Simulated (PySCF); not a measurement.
Cartesian coordinates (Å):
SMILES: [C]#N
```xyz
2

C      0.5811     0.0000     0.0000
N     -0.5811     0.0000     0.0000
```
Charge 0, spin multiplicity 2.

Q: What is the computed total energy, highest occupied spin orbital and dipole moment (PBE-D3(BJ)/def2-TZVP // B3LYP-D3(BJ)/def2-TZVP in PySCF)?

A: 
| Quantity | Result |
|---|---|
| total energy | -92.6428 Ha |
| highest occupied spin orbital | -9.41 eV |
| dipole moment | 1.14 D |
